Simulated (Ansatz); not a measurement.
Problem. Predict a relaxed structure of AlH2(OH) (AlOH₃), charge 0, singlet, at r2SCAN-D4/def2-TZVP (Ansatz).

Solution. 
```xyz
5

Al   -0.3740    0.2395    0.2552
H     0.4183    1.0076    1.3908
H    -1.9380    0.2882    0.0711
O     0.4707   -0.7152   -0.8651
H     1.4231   -0.8201   -0.8519
```
Point group Cs (tolerance 0.1 Å). This is one stationary point.
